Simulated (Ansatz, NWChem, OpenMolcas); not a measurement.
# A small benchmark: dipole moment

8 molecules with nitrogen; the dipole moment in D, computed less measured. Shapes, held fixed at every level: PBE0-D4/def2-TZVP. No vibrational averaging. Dipoles are compared by magnitude; molecules under 1 D, whose direction can flip, are left out. Programs: Ansatz 0.2.0, NWChem 7.3.0, OpenMolcas 26.06. Measured values: NIST CCCBDB.

Levels: A = HF/def2-SVP; B = B3LYP/6-31G* (spherical functions); C = PBE0/def2-SVP.

| molecule | measured | A | B | C |
| --- | --- | --- | --- | --- |
| NS (Mononitrogen monosulfide) | 1.81 | -0.17 | -0.08 | +0.01 |
| HNO (nitroxyl) | 1.67 | +0.38 | -0.05 | +0.04 |
| C3HN (cyanoacetylene) | 3.72 | +0.37 | +0.09 | +0.02 |
| C2H3N (acetonitrile) | 3.92 | +0.13 | -0.13 | -0.10 |
| C3H3N (acrylonitrile) | 3.87 | +0.36 | -0.02 | -0.05 |
| CH5N (SMILES CN) | 1.31 | +0.13 | +0.10 | +0.03 |
| C3H5N (propanenitrile) | 4.02 | +0.12 | -0.14 | -0.13 |
| C2H7N (dimethylamine) | 1.03 | +0.06 | -0.05 | -0.07 |

Sum up the errors.


```csv
level,kind,mean error,mean absolute error,worst case
HF/def2-SVP,Hartree–Fock,+0.172,0.215,HNO
B3LYP/6-31G* (spherical functions),global hybrid,-0.035,0.082,C3H5N
PBE0/def2-SVP,global hybrid,-0.031,0.056,C3H5N
```

On this set PBE0/def2-SVP has the smallest mean absolute error and HF/def2-SVP the largest. HF/def2-SVP is too high in 7 of 8; B3LYP/6-31G* (spherical functions) is too low in 6 of 8. The levels differ in basis as well as in method. Spin contamination: NS (⟨S²⟩ up to 1.14). Open shells run unrestricted. The set is small.
